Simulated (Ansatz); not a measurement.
# B2H (quartet): the correlation ladder, cc-pVTZ

One table from this session's results is given with a row withheld; the runs are named, their logs left out.

Program: Ansatz 0.2.0, Gaussian basis. Level of theory: cc-pVTZ, core rule «outside noble gas», up to 2 orbitals frozen. These are calculated values, not measurements.

The runs, in order: UHF; CCSD(T) on ROHF; CCSD(T) on UHF; BCCD(T) on ROHF; CCSDT(Q) on ROHF; CCSDT(Q) on UHF; CASSCF and MRCISD+Q, 7 electrons in 9 orbitals; CASSCF and NEVPT2, 7 electrons in 9 orbitals.

22 further runs of the same task are left out: 4 for a known fault of the program, 5 that didn't finish, 13 set aside as unsound or not needed.

## The system

The geometry is a PBE0/def2-TZVP stationary point (not a proven minimum).

3 atoms, charge 0, spin multiplicity 4.

Atoms are counted from 1 here; the program's logs count them from 0.

Bond lengths: B1–B2 1.520 Å, B1–H3 1.178 Å. Angles: B2–B1–H3 180.0°.

Coordinates:

| atom | x (Å) | y (Å) | z (Å) |
| --- | --- | --- | --- |
| B1 | 0.0000 | 0.0000 | 0.1141 |
| B2 | 0.0000 | 0.0000 | -1.4064 |
| H3 | 0.0000 | 0.0000 | 1.2923 |

The first run:

in.yaml reads:

```yaml
crystal:
  periodic: [false, false, false]
  atoms:
    - {symbol: B, position_ang: [0.000000, 0.000000, 0.114060]}
    - {symbol: B, position_ang: [0.000000, 0.000000, -1.406367]}
    - {symbol: H, position_ang: [0.000000, 0.000000, 1.292307]}
basis:
  gaussian: {orbitals: cc-pVTZ}
magnetization: {spin_polarized: true, initial_magnetization: 3}
hamiltonian: {xc: hf}
output: {orbitals: {seedname: orbitals}}
```

The run is started by

```sh
$ ansatz run in.yaml --threads 1 --pin off --events-out ev --progress --plain --max-ram 2393MiB
```

Among the steps run: UHF; CCSD(T) on ROHF; CCSD(T) on UHF; BCCD(T) on ROHF; CCSDT(Q) on ROHF; CCSDT(Q) on UHF; CASSCF and MRCISD+Q, 7 electrons in 9 orbitals; CASSCF and NEVPT2, 7 electrons in 9 orbitals.

One table of the session follows, with a row left open; its other results are not shown here.

| method | from UCCSDT(Q) (meV) |
| --- | --- |
| ROHF | +4300.3 |
| UHF | +4258.0 |
| RMP2 | +845.1 |
| UMP2 | +851.4 |
| RCCSD | +206.5 |
| UCCSD | +205.0 |
| RCCSD(T) | +38.3 |
| UCCSD(T) | +37.9 |
| BCCD(T) | ? |
| RCCSDT | +8.4 |
| UCCSDT | +7.8 |
| RCCSDT(Q) | +0.8 |
| UCCSDT(Q) | 0 |
| CASSCF valence | +2656.8 |
| NEVPT2 valence | +640.8 |
| MRCISD valence | +130.6 |
| MRCISD+Q valence | +14.2 |

Estimate the missing values for BCCD(T).

**Answer.** from UCCSDT(Q) (meV): +38.1. In the column «from UCCSDT(Q) (meV)» it lies between UCCSD(T) (+37.9) and RCCSD(T) (+38.3).

Among the levels timed on like hardware and quicker than the yardstick, those that no quicker one beats, quickest first: RCCSD(T) (1.7 s, +38.3 meV); UCCSD(T) (1.9 s, +37.9 meV); MRCISD+Q valence (6 s, +14.2 meV).

With the free atoms at the same levels and basis (separate runs), the atomisation energy is 7.272 eV at UCCSDT(Q), 7.258 eV at RCCSD(T), 7.257 eV at UCCSD(T), 6.802 eV at ROHF.

Caveats from the session: Of the multireference levels listed MRCISD+Q valence comes nearest in total energy (+14.2 meV), which doesn't show that its space is the better one. Restricted and unrestricted rows rest on different reference determinants; where their highest levels disagree by more than a few hundredths of an eV, they describe different states and don't form one ladder.
